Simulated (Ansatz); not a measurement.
Rock-salt MgS was calculated with PBE (plane waves, PAW; Ansatz, a program for electronic structure).

Numerical settings: plane-wave cutoff 520 eV, 12×12×12 k mesh, perturbation theory, scalar-relativistic PAW data made under PBE.

Computed at the level's own relaxed cell.

Task: Estimate the electronic dielectric constant ε∞, TO(Γ) frequency and static dielectric constant that the calculation returns.

Result: 
- electronic dielectric constant ε∞: 5.41
- TO(Γ) frequency: 224 cm⁻¹
- static dielectric constant: 16.3

Measured, for comparison: zone-centre TO phonon frequency 240 cm⁻¹ (temperature not stated, no zero-point or thermal correction; as tabulated in Chmeruk and Núñez-Valdez (2023), arXiv:2212.11645). Computed (rounded) less measured: zone-centre TO phonon frequency -7 %.

It cost very roughly 4 core-minutes of CPU time.
